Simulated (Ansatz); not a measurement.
## Isomers of SiH3O2

2 of its isomers, all doublets with charge 0: A = `[O][SiH2]O`; B = `O[SiH]O`.

Shapes, held fixed at every level: PBE0-D4/def2-TZVP. Flexible molecules stand in one conformer, not always the lowest. Programs: Ansatz 0.2.0.

A:

```xyz
6

O    -1.6719   -0.4903    0.1112
Si   -0.2055    0.1604   -0.2634
O     0.9497    0.1102    0.8885
H     0.1170   -0.7003   -1.4417
H    -0.3535    1.5942   -0.5940
H     1.2064   -0.7383    1.2531
```

B:

```xyz
6

O    -1.1862   -0.4434   -0.2025
Si    0.3589    0.0833   -0.4571
O     1.0710    0.2550    1.0109
H    -1.6253   -0.8790   -0.9347
H     0.3938    1.4593   -1.0438
H     0.9877   -0.4752    1.6272
```

Electronic energies in kJ/mol, without zero-point or thermal terms.

| level | kind | B − A |
| --- | --- | --- |
| PBE-D4/def2-TZVPP | GGA | -109.6 |
| B3LYP-D4/def2-TZVPP | global hybrid | -97.6 |
| BHLYP-D4/def2-TZVPP | global hybrid | -83.2 |
| PBE0-D4/def2-TZVPP | global hybrid | -107.6 |
| wB97M-V/def2-TZVPP | range-separated hybrid | -98.1 |
| wB97X-V/def2-TZVPP | range-separated hybrid | -96.4 |
| CCSD/def2-TZVPP | coupled cluster or CI | -98.1 |
| CCSD(T)/CBS estimate | coupled cluster or CI | -111.8 |

The highest level, CCSD(T)/CBS estimate, puts B lowest of these. All levels agree on that. The B − A difference spans -111.8 to -83.2 kJ/mol over the levels. Open shells run unrestricted unless RO is named. The CBS estimate extrapolates MP2 from def2-TZVPP and def2-QZVPP and adds CCSD(T) − MP2 in the triple-zeta set, cores frozen.
